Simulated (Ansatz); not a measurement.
Basis sets over 5 cases of the highest harmonic wavenumber at PBE with Ansatz (Al to Cl present), each against its own reference: (a) the value in aug-pcseg-2; (b) the value in aug-pcseg-3. By their distance from other large sets or by the extrapolation step the references are unsure by up to roughly 4 cm⁻¹ and lie short of the limit. Each level at its own minimum, unscaled; unrestricted open shells; no added dispersion term; no relativity. Cartesian d functions in some cases of 6-31G*, 6-31G**, 6-31+G*, 6-311G**, 6-311+G**. (X+d) sets on Al to Cl for cc-pVXZ and aug-cc-pVXZ. 

Cases are drawn at random; left out are references unsure by over 17 cm⁻¹, runs with very soft modes, doubtful singlets, and cases whose largest runs show a restricted determinant unstable towards unrestricted orbitals, <S^2> over 0.1 too high or, where CCSD(T) ran, T1 over 0.025 (0.045 for open shells). Sets are drawn from those converged to one state in every case.

Cases (SMILES) and reference values:
- [B](Cl)Cl, doublet: 974 cm⁻¹ (a)
- [SiH4] (SiH4): 2185 cm⁻¹ (a)
- Cl[CH2] (CH2-Cl), doublet: 3251 cm⁻¹ (a)
- [Al]([Cl])[Cl], doublet: 550 cm⁻¹ (a)
- [SH] (SH), doublet: 2612 cm⁻¹ (b)

```json
[
 {"basis": "6-31G", "functions over def2-SVP (largest species, mean of cases)": "0.6", "mean signed deviation (cm⁻¹)": "-54", "mean absolute": "85", "largest": "182", "within 50 cm⁻¹": "1 of 5"},
 {"basis": "pcseg-0", "functions over def2-SVP (largest species, mean of cases)": "0.6", "mean signed deviation (cm⁻¹)": "-89", "mean absolute": "113", "largest": "284", "within 50 cm⁻¹": "1 of 5"},
 {"basis": "def2-SV(P)", "functions over def2-SVP (largest species, mean of cases)": "0.9", "mean signed deviation (cm⁻¹)": "-4", "mean absolute": "23", "largest": "51", "within 50 cm⁻¹": "4 of 5"},
 {"basis": "6-31G*", "functions over def2-SVP (largest species, mean of cases)": "0.9", "mean signed deviation (cm⁻¹)": "10", "mean absolute": "13", "largest": "32", "within 50 cm⁻¹": "5 of 5"},
 {"basis": "pcseg-1", "functions over def2-SVP (largest species, mean of cases)": "1.0", "mean signed deviation (cm⁻¹)": "1", "mean absolute": "9", "largest": "14", "within 50 cm⁻¹": "5 of 5"},
 {"basis": "def2-SVP", "functions over def2-SVP (largest species, mean of cases)": "1.0", "mean signed deviation (cm⁻¹)": "6", "mean absolute": "7", "largest": "16", "within 50 cm⁻¹": "5 of 5"},
 {"basis": "6-31G**", "functions over def2-SVP (largest species, mean of cases)": "1.0", "mean signed deviation (cm⁻¹)": "9", "mean absolute": "12", "largest": "30", "within 50 cm⁻¹": "5 of 5"},
 {"basis": "6-31+G*", "functions over def2-SVP (largest species, mean of cases)": "1.1", "mean signed deviation (cm⁻¹)": "8", "mean absolute": "14", "largest": "28", "within 50 cm⁻¹": "5 of 5"},
 {"basis": "6-311G**", "functions over def2-SVP (largest species, mean of cases)": "1.4", "mean signed deviation (cm⁻¹)": "-3", "mean absolute": "9", "largest": "16", "within 50 cm⁻¹": "5 of 5"},
 {"basis": "def2-SVPD", "functions over def2-SVP (largest species, mean of cases)": "1.5", "mean signed deviation (cm⁻¹)": "-1", "mean absolute": "7", "largest": "11", "within 50 cm⁻¹": "5 of 5"},
 {"basis": "aug-pcseg-1", "functions over def2-SVP (largest species, mean of cases)": "1.6", "mean signed deviation (cm⁻¹)": "-1", "mean absolute": "6", "largest": "9", "within 50 cm⁻¹": "5 of 5"},
 {"basis": "6-311+G**", "functions over def2-SVP (largest species, mean of cases)": "1.6", "mean signed deviation (cm⁻¹)": "-4", "mean absolute": "7", "largest": "16", "within 50 cm⁻¹": "5 of 5"},
 {"basis": "aug-cc-pVDZ", "functions over def2-SVP (largest species, mean of cases)": "1.8", "mean signed deviation (cm⁻¹)": "-4", "mean absolute": "7", "largest": "13", "within 50 cm⁻¹": "5 of 5"},
 {"basis": "6-311++G(2d,2p)", "functions over def2-SVP (largest species, mean of cases)": "2.0", "mean signed deviation (cm⁻¹)": "-6", "mean absolute": "9", "largest": "18", "within 50 cm⁻¹": "5 of 5"},
 {"basis": "cc-pVTZ", "functions over def2-SVP (largest species, mean of cases)": "2.3", "mean signed deviation (cm⁻¹)": "-2", "mean absolute": "2", "largest": "5", "within 50 cm⁻¹": "5 of 5"},
 {"basis": "def2-TZVPD", "functions over def2-SVP (largest species, mean of cases)": "2.4", "mean signed deviation (cm⁻¹)": "-1", "mean absolute": "1", "largest": "3", "within 50 cm⁻¹": "5 of 5"},
 {"basis": "def2-TZVPP", "functions over def2-SVP (largest species, mean of cases)": "2.4", "mean signed deviation (cm⁻¹)": "0", "mean absolute": "1", "largest": "2", "within 50 cm⁻¹": "5 of 5"},
 {"basis": "6-311++G(3df,3pd)", "functions over def2-SVP (largest species, mean of cases)": "2.8", "mean signed deviation (cm⁻¹)": "3", "mean absolute": "3", "largest": "6", "within 50 cm⁻¹": "5 of 5"},
 {"basis": "def2-TZVPPD", "functions over def2-SVP (largest species, mean of cases)": "2.9", "mean signed deviation (cm⁻¹)": "0", "mean absolute": "1", "largest": "2", "within 50 cm⁻¹": "5 of 5"},
 {"basis": "aug-cc-pVTZ", "functions over def2-SVP (largest species, mean of cases)": "3.4", "mean signed deviation (cm⁻¹)": "-3", "mean absolute": "3", "largest": "7", "within 50 cm⁻¹": "5 of 5"}
]
```

Among the sets for which every case ran a larger relative (same family, alike in diffuse functions, listed or not), the smallest listed that holds all cases within 50 cm⁻¹ together with them is 6-31G*, at 0.9 times the functions of def2-SVP. Inside, though some case ran no larger relative to test it: 6-311G**, cc-pVTZ, def2-TZVPP, 6-311++G(3df,3pd), def2-TZVPPD, aug-cc-pVTZ. Largest deviations of relatives not listed, over the cases that ran them: cc-pVQZ 0, pcseg-3 0, def2-QZVPP 0, def2-QZVP 0, pcseg-2 10, def2-TZVP 4, def2-QZVPPD 0, aug-cc-pVQZ 0, aug-pcseg-3 0, jun-cc-pV(T+d)Z 5, aug-pcseg-2 5 cm⁻¹. A case lies within its reference's uncertainty of the window's edge in pcseg-0, def2-SV(P). These figures hold for the cases listed.

Ansatz is a quantum-chemistry and plane-wave program.
